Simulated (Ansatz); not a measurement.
# CH4AlCl: the cost of one run

All numbers below are computed with Ansatz 0.2.0 (RKS B3LYP/def2-TZVP).

## Step 1: Starting point

Bond lengths: Al1–C2 1.970 Å, C2–H3 1.110 Å, C2–H4 1.110 Å, C2–H5 1.110 Å, Al1–Cl6 2.230 Å, Al1–H7 1.560 Å. Angles: Al1–C2–H3 109.5°, Al1–C2–H4 109.5°, Al1–C2–H5 109.5°, H3–C2–H4 109.4°, H3–C2–H5 109.4°, H4–C2–H5 109.4°, C2–Al1–Cl6 120.0°, C2–Al1–H7 120.0°, Cl6–Al1–H7 120.0°.

Structure file:

```xyz
7

Al    0.0000    0.0000    0.0000
C     0.0000    0.0000    1.9700
H    -0.9996   -0.3092    2.3405
H     0.7676   -0.7111    2.3405
H     0.2320    1.0203    2.3405
Cl    1.9312    0.0000   -1.1150
H    -1.3510    0.0000   -0.7800
```

## Step 2: Preparing the start

input.yaml reads:

```yaml
crystal:
  periodic: [false, false, false]
  atoms:
    - { symbol: Al, position_ang: [0.0, 0.0, 0.0] }
    - { symbol: C, position_ang: [0.0, 0.0, 1.97] }
    - { symbol: H, position_ang: [-0.9996, -0.3092, 2.3405] }
    - { symbol: H, position_ang: [0.7676, -0.7111, 2.3405] }
    - { symbol: H, position_ang: [0.232, 1.0203, 2.3405] }
    - { symbol: Cl, position_ang: [1.9312, 0.0, -1.115] }
    - { symbol: H, position_ang: [-1.351, 0.0, -0.78] }
basis:
  gaussian: { orbitals: def2-TZVP }
hamiltonian:
  xc: b3lyp
relax:
  f_tol: 0.02
  max_steps: 40
output:
  orbitals: {}
```

Command:

```bash
$ ansatz run input.yaml --threads 4 --pin off --max-ram 5120MiB --backend cpu --events-out ev --progress --plain --runs-dir out
```

What time and memory should one allow on 4 threads of AMD EPYC 9R45 (Zen 5), shared host?

About 2 s, with a peak of 0.25 GiB.
